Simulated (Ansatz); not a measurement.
# CH4BN: the cost of one run

The runs use Ansatz 0.2.0, Gaussian basis; PBE0-D4/def2-SVP.

### Step 1. The system as given

SMILES `BN=C`, 7 atoms, charge 0, spin multiplicity 1.

Atoms are counted from 1 here; the program's logs count them from 0.

Bond lengths: B1–N2 1.334 Å, B1–H4 1.171 Å, B1–H5 1.170 Å, N2–C3 1.238 Å, C3–H6 1.088 Å, C3–H7 1.089 Å. Angles: N2–B1–H4 118.5°, N2–B1–H5 118.6°, H4–B1–H5 122.9°, B1–N2–C3 179.3°, N2–C3–H6 121.7°, N2–C3–H7 121.8°, H6–C3–H7 116.5°.

Geometry (Å):

```tsv
atom	x (Å)	y (Å)	z (Å)
B1	-0.9882	0.3711	-0.7530
N2	0.0334	-0.0083	0.0158
C3	0.9727	-0.3647	0.7398
H4	-2.0033	-0.2039	-0.6564
H5	-0.8307	1.2631	-1.4944
H6	1.6854	-1.1231	0.4210
H7	1.1306	0.0659	1.7271
```

### Step 2. The run

md/in.yaml reads:

```yaml
crystal:
  periodic: [false, false, false]
  atoms:
    - {symbol: B, position_ang: [-0.988180, 0.371100, -0.752990]}
    - {symbol: N, position_ang: [0.033440, -0.008310, 0.015840]}
    - {symbol: C, position_ang: [0.972680, -0.364690, 0.739820]}
    - {symbol: H, position_ang: [-2.003280, -0.203950, -0.656440]}
    - {symbol: H, position_ang: [-0.830700, 1.263070, -1.494370]}
    - {symbol: H, position_ang: [1.685440, -1.123070, 0.421020]}
    - {symbol: H, position_ang: [1.130600, 0.065860, 1.727120]}
basis:
  gaussian: {orbitals: def2-SVP}
hamiltonian: {xc: pbe0, dispersion: d4}
md: {n_steps: 80, timestep: 0.75, temperature: 500, ensemble: nvt_langevin, seed: 754, friction: 0.05, initial_velocities: maxwell_boltzmann}
```

Run with:

```console
ansatz run in.yaml --threads 2 --pin off --events-out ev --progress --plain --max-ram 3481MiB
```

What time and memory should one allow on 2 threads of Intel Xeon at 2.50GHz, shared host?

About 2.2 min, with a peak of 0.12 GiB.
